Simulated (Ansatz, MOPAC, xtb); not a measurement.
Barrier height from HN2 (SMILES [N]=N) to the transition structure HN2, without zero-point energy, on the benchmark's geometries as Psi4's copy of the set gives them.
Transition structure (charge 0, multiplicity 2):
```xyz
3

N      0.0000     0.0000     0.0000
N      1.1228     0.0000     0.0000
H      1.7843     1.2684     0.0000
```

Open shells are unrestricted; no spin–orbit coupling.

Cores are frozen in the correlated methods. The state that PM7 reach isn't checked; PM7 holds dispersion and hydrogen-bond terms.

Programs: Ansatz (Gaussian orbitals); MOPAC for PM7 (differences of heats of formation); xtb for the GFN methods. Each number belongs to the level named beside it. The GFN methods have no spin term and hold the electronic entropy of 300 K.

Task: What barrier height does CCSD/cc-pVDZ give?

Result: 9.8 kcal/mol

Task: What is the computed barrier height (PM7)?

Result: 23.1 kcal/mol

Task: Estimate the barrier height that GFN1-xTB returns for this input.

Result: 24.8 kcal/mol

Ansatz is a first-principles code.
